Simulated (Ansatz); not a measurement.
# BF₂ (sextet): the correlation ladder, def2-QZVPP

An exercise on one series of results from a longer session: the logs are not shown, and one member is left open.

Computed with Ansatz 0.2.0, Gaussian basis. Level: def2-QZVPP, core rule «outside noble gas», up to 3 orbitals frozen.

To be run: UHF; ROHF; CCSD(T) on UHF.

### What is computed

The geometry is a PBE0/def2-TZVP stationary point (not a proven minimum) of the parent state, kept for this charge and spin.

3 atoms, charge 0, spin multiplicity 6.

Atoms are counted from 1 here; the program's logs count them from 0.

Bond lengths: B1–F2 1.470 Å, B1–F3 1.470 Å. Angles: F2–B1–F3 82.4°.

Set-up of the first run:

File in.yaml:

```yaml
crystal:
  periodic: [false, false, false]
  atoms:
    - {symbol: B, position_ang: [0.000000, -0.860948, 0.000000]}
    - {symbol: F, position_ang: [0.000000, 0.244960, -0.967951]}
    - {symbol: F, position_ang: [0.000000, 0.244960, 0.967951]}
basis:
  gaussian: {orbitals: "def2-QZVPP.json"}
magnetization: {spin_polarized: true, initial_magnetization: 5}
hamiltonian: {xc: hf}
output: {orbitals: {seedname: orbitals}}
```

The run is started by

```sh
$ ansatz run in.yaml --threads 1 --pin off --events-out ev --progress --plain --max-ram 2393MiB
```

Among the steps run: UHF; ROHF; CCSD(T) on UHF.

One table of the session follows, with a row left open; its other results are not shown here.

```
  method  from UCCSD(T) (kJ/mol)
    ROHF                 +1425.1
     UHF                 +1394.3
    UMP2                       ?
   UCCSD                   +38.3
UCCSD(T)                       0
```

**Question.** Estimate the row for UMP2.

**Answer.** from UCCSD(T) (kJ/mol): +115.3. In the column «from UCCSD(T) (kJ/mol)» it lies between UCCSD (+38.3) and UHF (+1394.3).
